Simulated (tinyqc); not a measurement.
Inside a calculation. Method: extended Hueckel theory, for BH. Computed by tinyqc, a small Python program that keeps every step (integrals from PySCF). Settings: charge = 0, K = 1.75, multiplicity = 1. Command: `OMP_NUM_THREADS=1 python tinyqc.py 31838 31839 out.jsonl` (the two numbers bound the seeds that draw the settings). One thread of a shared host (Intel(R) Xeon(R) Processor @ 2.60GHz), about 0.01 s of CPU time with the checks.

## Overlaps

Geometry (angstrom):
```
atom,x,y,z
B,0.0000,0.0000,0.0000
H,0.0000,0.0000,1.2860
```

Parameters chosen for this run:
```
element,shell,Slater exponent,H_ii (eV)
B,2s,1.3000,-15.2000
B,2p,1.3000,-8.5000
H,1s,1.3000,-13.6000
```

Slater orbitals, each expanded in six Gaussians scaled to its exponent.

overlap S, lower triangle:
```
,1B 2s,1B 2px,1B 2py,1B 2pz,2H 1s
1B 2s,1.0000
1B 2px,0.0000,1.0000
1B 2py,0.0000,0.0000,1.0000
1B 2pz,0.0000,0.0000,0.0000,1.0000
2H 1s,0.4449,0.0000,0.0000,0.5021,1.0000
```

## Wolfsberg-Helmholz matrix

diagonal H_ii (eV): 1B 2s -15.2000, 1B 2px -8.5000, 1B 2py -8.5000, 1B 2pz -8.5000, 2H 1s -13.6000

K = 1.7500

H_ij = K' S_ij (H_ii + H_jj)/2 for i != j (the diagonal keeps H_ii), with K' = 1.75.

H (eV), lower triangle:
```
,1B 2s,1B 2px,1B 2py,1B 2pz,2H 1s
1B 2s,-15.2000
1B 2px,0.0000,-8.5000
1B 2py,0.0000,0.0000,-8.5000
1B 2pz,0.0000,0.0000,0.0000,-8.5000
2H 1s,-11.2105,0.0000,0.0000,-9.7091,-13.6000
```

## Orbitals

valence electrons = 4

Solve H C = S C e through S^(-1/2); fill by pairs from the bottom, a degenerate level sharing its electrons equally; each orbital has its largest coefficient positive (the first on a tie).

orbital energies (eV): -17.8084  -11.0170  -8.5000  -8.5000  6.8943

occupations: 2.0000  2.0000  0.0000  0.0000  0.0000

coefficients:
```
,MO1,MO2,MO3,MO4,MO5
1B 2s,0.6466,-0.5984,0.0000,0.0000,-0.7640
1B 2px,0.0000,0.0000,-0.2721,0.9623,0.0000
1B 2py,0.0000,0.0000,0.9623,0.2721,0.0000
1B 2pz,0.0423,0.6584,0.0000,0.0000,-1.0114
2H 1s,0.5130,0.3967,0.0000,0.0000,1.1822
```

sum of one-electron energies = -57.6508 eV

Within a degenerate level the vectors are fixed only up to a rotation; this is one choice.

## Mulliken analysis

P = C n C^T; charge = valence electrons (B 3, H 1) minus the sum of (P S)_ii on the atom; overlap population = 2 sum P_ij S_ij between two atoms.

charges: 1B 0.2090, 2H -0.2090

Overlap populations:
```
pair,value
2-1,0.736029
```
